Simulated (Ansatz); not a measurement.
## Relative stability

The two ends of one reaction step of Si2NH9, closed shell (PBE0-D4/def2-TZVP).

A:

```
12
angstrom
Si -1.5503 -0.2391 0.0108
Si 0.4016 -1.4228 0.5092
H -1.5672 0.2028 -1.4095
H -1.6993 0.9516 0.8898
H -2.7596 -1.0895 0.2186
H 1.9618 1.4074 -0.0971
N 1.0138 1.4599 -0.4495
H 1.1587 -0.7774 1.6146
H 0.0814 -2.8124 0.9525
H 1.2834 -1.5379 -0.6830
H 1.0683 1.5385 -1.4576
H 0.6075 2.3187 -0.0987
```

B:

Si1  (-1.467, 1.053, -0.412)
Si2  (1.242, -1.762, 0.914)
H3  (-2.557, 1.300, -1.403)
H4  (-1.821, 1.781, 0.833)
H5  (-1.428, -0.412, -0.161)
H6  (0.998, -0.526, 1.695)
N7  (0.109, 1.548, -0.887)
H8  (2.473, -2.430, 1.411)
H9  (0.092, -2.689, 1.062)
H10  (1.421, -1.427, -0.522)
H11  (0.601, 1.036, -1.601)
H12  (0.335, 2.529, -0.929)
(Å)

Ansatz 0.2.0; basis: def2-TZVPP; cores frozen in the correlated methods. B3LYP uses VWN-RPA correlation.

(1) Which structure is lower at CCSD(T), and by how much? (Judge from chemistry; the value comes from the calculation.)

The T1 diagnostic stays at or below 0.012.

## Answers

(1) The calculation gives: B, by 29.8 kJ/mol (electronic energy, against the other). By their contacts, A is a complex of Si₂H₆ ([SiH3][SiH3]) + NH₃ and B is a complex of SiNH₅ ([NH2][SiH3]) + SiH₄.

All methods give the same order:

```
      method  E(B) − E(A) (kJ/mol)
       SPW92                  -8.1
      PBE-D4                  -9.6
     BLYP-D4                 -25.4
   r2SCAN-D4                 -22.6
      B97M-V                 -21.1
     PBE0-D4                 -15.6
    B3LYP-D4                 -29.4
  r2SCAN0-D4                 -25.3
    BHLYP-D4                 -35.9
CAM-B3LYP-D4                 -35.7
     wB97X-V                 -28.3
     wB97M-V                 -31.1
      B2PLYP                 -35.5
    PBE-QIDH                 -26.4
  RPA on PBE                 -33.2
          HF                 -54.6
         MP2                 -36.3
        CCSD                 -33.2
     CCSD(T)                 -29.8
```

Labels in which every atom is bracketed show which atoms are joined, not bond orders.

For scale, one of the runs: CCSD(T)/def2-TZVPP, 241 basis functions, launched by `ansatz run in.yaml --threads 4 --pin off --events-out ev --progress --plain --max-ram 9574MiB`. The run took 70 s on 4 CPU threads of an Arm Neoverse V1 (shared host), with 4.3 GiB of host memory at its peak.
